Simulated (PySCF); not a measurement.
**Nuclear quadrupole coupling in pentanenitrile**

Species: pentanenitrile, C5H9N.
Geometry (PBE0-D3(BJ)/def2-SVP, Å), atoms numbered from 1 in this order:
```
atom  x, y, z in Å
C1    -2.192    0.261    0.392
C2    -0.929   -0.413   -0.118
C3     0.344    0.294    0.326
C4     1.606   -0.401   -0.188
C5     2.836    0.264    0.224
N6     3.802    0.805    0.561
H7    -2.262    1.301    0.034
H8    -3.095   -0.268    0.055
H9    -2.213    0.290    1.493
H10   -0.951   -0.460   -1.222
H11   -0.901   -1.462    0.226
H12    0.381    0.346    1.427
H13    0.336    1.338   -0.029
H14    1.596   -0.450   -1.290
H15    1.643   -1.444    0.169
```

Field gradients from the B3LYP/pcJ-1 density (PySCF, non-relativistic), principal values in atomic units, ordered |Vxx| ≤ |Vyy| ≤ |Vzz|:

```tsv
atom	Vxx	Vyy	Vzz
N6	0.4539	0.4825	-0.9364
```

Task: Find the asymmetry η = (Vxx − Vyy)/Vzz and the couplings χ = eQV/h (234.96 MHz × Q in barn × V in au), with Q(14N) = 0.02044 b.

Result: 
```json
{"atom": "N6", "environment": "nitrile nitrogen", "nucleus": "14N", "η": "0.03", "χzz (MHz)": "-4.497", "χxx (MHz)": "2.180", "χyy (MHz)": "2.317"}
```

The gradient is axial or nearly so (η below 0.05) at N6. The tensor is traceless: Vxx + Vyy + Vzz = 0.

Task: What is Vzz at N6 in SI units (1 au = 9.71736 × 10²¹ V/m²)?

Result: -0.9364 au = -9.099 × 10²¹ V/m².

Task: And the gradient at the other heavy atoms, for which no coupling is worked out here?

Result: 
| atom | environment | Vzz (au) | η |
| --- | --- | --- | --- |
| C1 | methyl carbon | 0.046 | 0.05 |
| C2 | chain CH2 carbon | -0.036 | 0.93 |
| C3 | chain CH2 carbon | 0.109 | 0.36 |
| C4 | sp3 carbon next to a nitrile | 0.175 | 0.15 |
| C5 | nitrile carbon | -0.375 | 0.02 |

Task: What couplings would deuterons (Q(2H) = 0.00286 b) have in place of the hydrogens, at this geometry?

Result: 
```
atom  bonded to  bond length (Å)  Vzz (au)     η  χzz (kHz)
  H7         C1            1.102    0.2795  0.03        188
  H8         C1            1.100    0.2829  0.03        190
  H9         C1            1.102    0.2796  0.03        188
 H10         C2            1.104    0.2716  0.04        182
 H11         C2            1.104    0.2717  0.04        183
 H12         C3            1.103    0.2707  0.05        182
 H13         C3            1.103    0.2707  0.05        182
 H14         C4            1.103    0.2704  0.05        182
 H15         C4            1.103    0.2706  0.05        182
```

One conformer (not necessarily the lowest) at the PBE0-D3(BJ)/def2-SVP geometry, without solvent, vibrations or thermal averaging. The basis is small and wasn't made for field gradients, so the couplings can be 20 % off.

The run behind these numbers computed spin–spin couplings as well. Time: 38 s. Hardware: one thread, x86-64 server, shared host.
